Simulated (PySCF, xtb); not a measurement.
Protons, H atoms and electrons added to or taken from N=C=O. All species are isolated molecules in the gas phase. One relaxed conformer stands for each flexible species; it need not be the lowest. Strings in code marks are SMILES.

Quantity: bond dissociation enthalpy (X–H) at 298 K, in kcal/mol. Enthalpy corrections at 298 K come from GFN2-xTB frequencies (xtb).

Level: PBE-D3(BJ)/def2-TZVP // M06-2X/def2-TZVP (PySCF).

```json
[
 {"species": "`N=C=O`", "E (Ha)": "-168.57732", "H(298 K) − E (Ha)": "0.02553"},
 {"species": "`O=C=[N]`", "E (Ha)": "-167.89583", "H(298 K) − E (Ha)": "0.01389"},
 {"species": "H atom", "E (Ha)": "-0.49964", "H(298 K) − E (Ha)": "0.00236"}
]
```

Task: Work out the bond dissociation enthalpy (X–H) at 298 K.

Result: H = E + (H − E) for each species, with 5/2 RT for the lone particle. The enthalpy of the separated products less that of the bound species is 0.17258 Ha, or 108.3 kcal/mol.
